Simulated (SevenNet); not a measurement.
**B20 (FeSi-type) FeSi**

Level of theory: the machine-learned potential SevenNet-l3i5 (trained on PBE and PBE+U data).

Cell (relaxed at this level):

```cif
data_Fe4Si4
_chemical_formula_sum 'Fe4 Si4'
_space_group_name_H-M_alt 'P213'
_space_group_IT_number 198
_space_group_name_Hall 'P 2ac 2ab 3'
_cell_length_a 4.44949
_cell_length_b 4.44949
_cell_length_c 4.44949
_cell_angle_alpha 90.000
_cell_angle_beta 90.000
_cell_angle_gamma 90.000
loop_
_atom_site_label
_atom_site_type_symbol
_atom_site_symmetry_multiplicity
_atom_site_Wyckoff_symbol
_atom_site_fract_x
_atom_site_fract_y
_atom_site_fract_z
_atom_site_occupancy
Fe1 Fe 4 a 0.13734 0.13734 0.13734 1
Si1 Si 4 a 0.84090 0.84090 0.84090 1
```

For B20 (FeSi-type) FeSi, the equilibrium lattice constant a is 4.449 Å and the volume per atom is 11.01 Å³/atom.

Measured, for comparison: lattice constant a 4.483 Å, equilibrium volume per atom 11.26 Å³/atom (temperature not stated, no zero-point or thermal correction; as tabulated in Wikipedia's data pages). Computed (rounded) less measured: lattice constant a -0.8 %, equilibrium volume per atom -2.2 %. A static lattice is as a rule a little smaller and stiffer than an uncorrected measurement, which narrows the difference in the lattice constant a and would widen misses of the other sign.

A machine-learned potential is trained on density-functional data: it inherits that level's misses and adds fitting errors of its own.
